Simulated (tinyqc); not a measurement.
Inside a calculation. Method: Born-Oppenheimer dynamics on the RHF/sto-6g surface (energies and gradients from PySCF), for LiH, spin multiplicity 1. Computed by tinyqc, a small Python program that keeps every step (integrals from PySCF). Settings: charge = 0, multiplicity = 1, basis = sto-6g, time step (fs) = 2.0, steps = 24. Command: `OMP_NUM_THREADS=1 python tinyqc.py 24101 24102 out.jsonl` (the two numbers bound the seeds that draw the settings). One thread of a shared host (Intel(R) Xeon(R) Processor @ 2.60GHz), about 2 s of CPU time with the checks.

positions (bohr):
```
            x         y         z
1Li  0.000000  0.000000  0.000000
2H   0.000000  0.000000  2.656955
```

The total energy should stay constant up to terms of order dt^2; the step counts as short enough if it moves by less than 2 % of the largest kinetic energy.

Trajectory:
```
time (fs)  1Li-2H (angstrom)  potential (hartree)  kinetic (hartree)  total (hartree)
0.000000            1.406000          -7.95113836         0.00007077      -7.95106758
2.000000            1.428456          -7.95209547         0.00087432      -7.95122115
4.000000            1.494616          -7.95344052         0.00205665      -7.95138387
6.000000            1.566899          -7.95275437         0.00148118      -7.95127319
8.000000            1.611749          -7.95138250         0.00024963      -7.95113287
10.000000           1.611632          -7.95138692         0.00025365      -7.95113327
12.000000           1.566590          -7.95276147         0.00148745      -7.95127402
14.000000           1.494245          -7.95343861         0.00205477      -7.95138384
16.000000           1.428214          -7.95208658         0.00086676      -7.95121982
18.000000           1.406038          -7.95114019         0.00007229      -7.95106789
20.000000           1.442049          -7.95254523         0.00125958      -7.95128564
22.000000           1.513438          -7.95346093         0.00208546      -7.95137547
24.000000           1.581519          -7.95238016         0.00114894      -7.95123122
26.000000           1.616199          -7.95121133         0.00009392      -7.95111741
28.000000           1.604293          -7.95165558         0.00049730      -7.95115829
30.000000           1.550179          -7.95309044         0.00177541      -7.95131503
32.000000           1.475778          -7.95326685         0.00189479      -7.95137206
34.000000           1.417469          -7.95166134         0.00050739      -7.95115394
36.000000           1.409843          -7.95132170         0.00022322      -7.95109848
38.000000           1.457879          -7.95295189         0.00161390      -7.95133800
40.000000           1.532002          -7.95333911         0.00198794      -7.95135117
42.000000           1.594013          -7.95200347         0.00081129      -7.95119218
44.000000           1.617718          -7.95115153         0.00003945      -7.95111208
46.000000           1.594290          -7.95199454         0.00080325      -7.95119129
48.000000           1.532450          -7.95333450         0.00198408      -7.95135042
```

Is the time step short enough?

No. The total energy moves within 3.2e-04 hartree; that is over 2 % of the largest kinetic energy, so the time step is too long.
